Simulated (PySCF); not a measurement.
Molecule: SMILES N=C=O, CHNO.

Bonds (- single, = double, # triple, : aromatic): N1=C2 1.210 Å, C2=O3 1.165 Å. N1 carries H4.

Spin–spin couplings on one PBE0-D3(BJ)/def2-SVP geometry, PySCF 2.14, gas phase, non-relativistic, equivalent pairs averaged; isotopes ¹⁵N, ¹H, ¹³C, ¹⁷O; basis pcJ-1.

**Question.** How do the couplings (Hz) change with the functional? Times are CPU seconds on shared hosts with different chips, so compare them loosely.

**Answer.** 
| functional | functions | ¹J(N1,H4) | ¹J(N1,C2) | ¹J(C2,O3) | ²J(N1,O3) | ²J(C2,H4) | ³J(O3,H4) | core-s |
| --- | --- | --- | --- | --- | --- | --- | --- | --- |
| HF | 91 | -114.9 | -52.0 | -5.3 | 14.8 | 10.6 | -7.2 | 0.83 |
| LDA | 91 | -92.3 | -36.0 | 20.2 | 0.7 | 19.7 | -2.1 | 1.8 |
| PBE | 91 | -100.1 | -38.1 | 20.8 | 1.0 | 21.6 | -2.6 | 2.6 |
| KT2 | 91 | -106.8 | -27.2 | 32.5 | 0.0 | 21.1 | -2.1 | 2.7 |
| B3LYP | 91 | -106.4 | -41.5 | 15.2 | 3.1 | 21.2 | -3.6 | 3.8 |
| PBE0 | 91 | -101.1 | -39.7 | 16.2 | 3.1 | 19.9 | -3.5 | 2.1 |
| B97-2 | 91 | -98.4 | -39.6 | 15.6 | 2.4 | 19.6 | -3.2 | 2 |
| BHandHLYP | 91 | -109.9 | -44.7 | 8.2 | 6.5 | 19.1 | -5.0 | 2.1 |
| CAM-B3LYP | 91 | -105.4 | -41.3 | 14.6 | 3.9 | 20.8 | -3.7 | 2.5 |
